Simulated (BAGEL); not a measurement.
# B3LYP/6-31G(d) (density fitting with cc-pvqz-jkfit, spherical functions) run of H2S2 (SMILES SS)

Aim: the energy change on altering one bond length of H2S2 at B3LYP/6-31G* (density fitting with cc-pvqz-jkfit, spherical functions), from 2 runs. 

The results are computed with BAGEL 1.2.2.

7 further runs of the same task are left out: 7 set aside as unsound or not needed.

## 1. The molecule

H2S2: 4 atoms, total charge 0, spin state singlet. SMILES: `SS`. The coordinates come from a PBE0-D4/def2-TZVP relaxation.

Bond lengths: S1–S2 2.046 Å, S1–H3 1.347 Å, S2–H4 1.347 Å. Angles: S1–S2–H4 98.6°, S2–S1–H3 98.6°.

## 2. The energy at B3LYP/6-31G(d) (density fitting with cc-pvqz-jkfit, spherical functions)

input.json reads:

```json
{ "bagel": [

{
  "title": "molecule",
  "basis": "6-31gs.json",
  "df_basis": "cc-pvqz-jkfit",
  "angstrom": "true",
  "geometry": [
    { "atom": "S", "xyz": [    0.784480,   -0.789210,    0.166690 ] },
    { "atom": "S", "xyz": [    0.060220,    1.121560,    0.067360 ] },
    { "atom": "H", "xyz": [   -0.225420,   -1.352590,    0.856880 ] },
    { "atom": "H", "xyz": [   -0.619290,    1.020250,   -1.090950 ] }
  ]
},
{ "title": "ks", "xc_func": "b3lyp" },
{ "title": "print", "file": "orbitals.molden", "orbitals": "true" }

]}
```

The basis set 6-31G* is read from a file made from the Basis Set Exchange's data (not shown).

On the command line:

```sh
BAGEL_NUM_THREADS=1 BAGEL input.json > input.out
```

The log of the run:

```text
* using 1 threads per process

  ===============================================================
  ===============================================================

  *** Geometry ***

  { "atom" : "S", "xyz" : [      1.482452,     -1.491391,      0.314998 ] },
  { "atom" : "S", "xyz" : [      0.113799,      2.119441,      0.127292 ] },
  { "atom" : "H", "xyz" : [     -0.425982,     -2.556025,      1.619269 ] },
  { "atom" : "H", "xyz" : [     -1.170288,      1.927993,     -2.061597 ] },

  Number of auxiliary basis functions:      398

  Since a DF basis is specified, we compute 2- and 3-index integrals:
    o Being stored without compression. Storage requirement is 0.005 GB

  Number of basis functions:       40
  Number of electrons      :       34

    * METHOD: MOLECULE                             0.12

  *** Kohn-Sham DFT ***

    * Removing 5261 points whose weight is below 1.00e-10
    * Grid points: 54363

  === Nuclear Repulsion ===
    85.4431433822

       - DIIS with orbital gradients will be used.

  === KS iteration (b3lyp / 6-31gs.json) ===
      0       -787.58131700          0.18584925           0.11
      1       -791.47345866          0.10858794           0.09
      2       -792.99697011          0.15362192           0.09
      3       -797.14661946          0.04339823           0.09
      4       -797.54609808          0.01190495           0.09
      5       -797.56241295          0.00295126           0.09
      6       -797.56484139          0.00074574           0.09
      7       -797.56491764          0.00013354           0.09
      8       -797.56492084          0.00001641           0.09
      9       -797.56492087          0.00000763           0.09
     10       -797.56492089          0.00000221           0.10
     11       -797.56492089          0.00000065           0.09
     12       -797.56492089          0.00000027           0.09
     13       -797.56492089          0.00000003           0.09
     14       -797.56492089          0.00000001           0.09
     15       -797.56492089          0.00000000           0.09
    * SCF iteration converged.

    * Permanent dipole moment:
           (    0.536224,     0.211016,     0.148587) a.u.

    * METHOD: KS                                   1.59

    * METHOD: PRINT                                0.00

  ===============================================================
```

It took 1.9 s on 1 thread of Arm Neoverse V1, shared host.

## 3. The distorted shape, same level

dft.json reads:

```json
{ "bagel" : [

{
  "title" : "molecule",
  "basis" : "6-31gs.json",
  "df_basis" : "cc-pvqz-jkfit",
  "angstrom" : true,
  "geometry" : [
    { "atom" : "S", "xyz" : [    1.328082,   -0.708163,    1.093327 ] },
    { "atom" : "S", "xyz" : [    0.603822,    1.202607,    0.993997 ] },
    { "atom" : "H", "xyz" : [    0.318182,   -1.271543,    1.783517 ] },
    { "atom" : "H", "xyz" : [   -0.619290,    1.020250,   -1.090950 ] }
  ]
},
{
  "title" : "ks",
  "xc_func" : "b3lyp",
  "charge" : 0
},
{
  "title" : "print",
  "file" : "orbitals.molden",
  "orbitals" : true
}

]}
```

The basis set 6-31G* is read from a file made from the Basis Set Exchange's data (not shown).

On the command line:

```sh
BAGEL_NUM_THREADS=1 BAGEL dft.json > dft.out
```

The log of the run:

```text
* using 1 threads per process

  ===============================================================
  ===============================================================

  *** Geometry ***

  { "atom" : "S", "xyz" : [      2.509711,     -1.338234,      2.066089 ] },
  { "atom" : "S", "xyz" : [      1.141058,      2.272598,      1.878382 ] },
  { "atom" : "H", "xyz" : [      0.601277,     -2.402868,      3.370359 ] },
  { "atom" : "H", "xyz" : [     -1.170288,      1.927993,     -2.061597 ] },

  Number of auxiliary basis functions:      398

  Since a DF basis is specified, we compute 2- and 3-index integrals:
    o Being stored without compression. Storage requirement is 0.005 GB

  Number of basis functions:       40
  Number of electrons      :       34

    * METHOD: MOLECULE                             0.12

  *** Kohn-Sham DFT ***

    * Removing 4646 points whose weight is below 1.00e-10
    * Grid points: 54978

  === Nuclear Repulsion ===
    81.8681029229

       - DIIS with orbital gradients will be used.

  === KS iteration (b3lyp / 6-31gs.json) ===
      0       -787.15964976          0.18283532           0.11
      1       -789.75979738          0.11665930           0.09
      2       -787.81432830          0.18011178           0.09
      3       -796.01648341          0.07777574           0.09
      4       -796.79649211          0.04625885           0.09
      5       -797.31817744          0.02089014           0.09
      6       -797.27424071          0.01939686           0.09
      7       -797.42235748          0.00994896           0.09
      8       -797.44990007          0.00383121           0.09
      9       -797.45331747          0.00209294           0.09
     10       -797.45433719          0.00069241           0.09
     11       -797.45445685          0.00036246           0.09
     12       -797.45449232          0.00003745           0.09
     13       -797.45449265          0.00000830           0.09
     14       -797.45449266          0.00000328           0.09
     15       -797.45449267          0.00000045           0.09
     16       -797.45449267          0.00000011           0.09
     17       -797.45449267          0.00000004           0.09
     18       -797.45449267          0.00000001           0.09
     19       -797.45449267          0.00000000           0.09
    * SCF iteration converged.

    * Permanent dipole moment:
           (    0.186946,     0.520959,    -0.269487) a.u.

    * METHOD: KS                                   1.94

    * METHOD: PRINT                                0.00

  ===============================================================
```

Run time: 2.2 s. Hardware: 1 thread of Arm Neoverse V1, shared host.

## 4. What came out

At B3LYP/6-31G* (density fitting with cc-pvqz-jkfit, spherical functions):

| quantity | value |
| --- | --- |
| first shape: total energy | -797.56492 Eh |
| first shape: dipole moment | 1.51 D |
| first shape: HOMO energy | -7.27 eV |
| first shape: LUMO energy | -1.11 eV |
| first shape: HOMO–LUMO gap | 6.17 eV |
| distorted shape: total energy | -797.45449 Eh |
| distorted shape: dipole moment | 1.56 D |
| distorted shape: HOMO energy | -7.07 eV |
| distorted shape: LUMO energy | -4.08 eV |
| distorted shape: HOMO–LUMO gap | 3.00 eV |
| energy change with the S2–H4 bond stretched from 1.347 to 2.424 Å | 3.005 eV |

What this shows: One bond (distorted shape) is far stretched, which a spin-restricted single reference describes badly; a broken-symmetry solution may lie lower. With the S2–H4 bond stretched from 1.347 to 2.424 Å the energy rises by 3.00 eV (290 kJ/mol). The first shape isn't relaxed at this level, so the change isn't measured from a minimum. A restricted reference can't describe the breaking bond well at this length.
